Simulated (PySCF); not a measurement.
# Reproducing measurements on C7H5N

**Experimental background.**

From NIST CCCBDB Release 22 (SRD 101), experimental dipoles, for the gas: dipole moment (microwave Stark effect, vibrational ground state) 4.515 ± 0.0068 D.

The runs below try to reproduce these values; the comparison stands at the end.

C7H5N.
Numbering: `[N:1]#[C:2][c:3]1[cH:4][cH:5][cH:6][cH:7][cH:8]1` (hydrogens: H9 on C4; H10 on C5; H11 on C6; H12 on C7; H13 on C8)

Geometry (GFN2-xTB, Å), atoms numbered from 1 in this order:
```xyz
13
C7H5N angstrom
N      3.5601    0.6270    0.0347
C      2.4310    0.4290    0.0240
C      1.0380    0.1836    0.0098
C      0.1431    1.2500    0.1008
C     -1.2161    1.0024    0.0857
C     -1.6866   -0.2974   -0.0210
C     -0.7974   -1.3573   -0.1106
C      0.5644   -1.1245   -0.0940
H      0.5206    2.2586    0.1818
H     -1.9113    1.8255    0.1583
H     -2.7497   -0.4850   -0.0342
H     -1.1670   -2.3687   -0.1926
H      1.2664   -1.9426   -0.1606
```

Runs made with PySCF (gas phase, on this GFN2-xTB geometry; no spin–orbit coupling):

```
        level                                                              job  basis functions  wall time
PBE0/pcSseg-1  shieldings, ring-centre shieldings, charges and field gradients              161       28 s
```

Hardware: x86-64 server, one thread, shared host.

Results beside the measurements:

**Dipole moment.** Measured: 4.515 D (NIST CCCBDB Release 22 (SRD 101), experimental dipoles).

```tsv
level	computed (D)	computed − measured (D)	% (from the printed values)
PBE0/pcSseg-1	4.597	+0.082	+2
```

The computed dipoles belong to one fixed geometry; measured ones are averaged over vibrations unless marked μe. Magnitudes are compared, not signs.

No measured geometry was used, and the causes of the misses weren't examined.
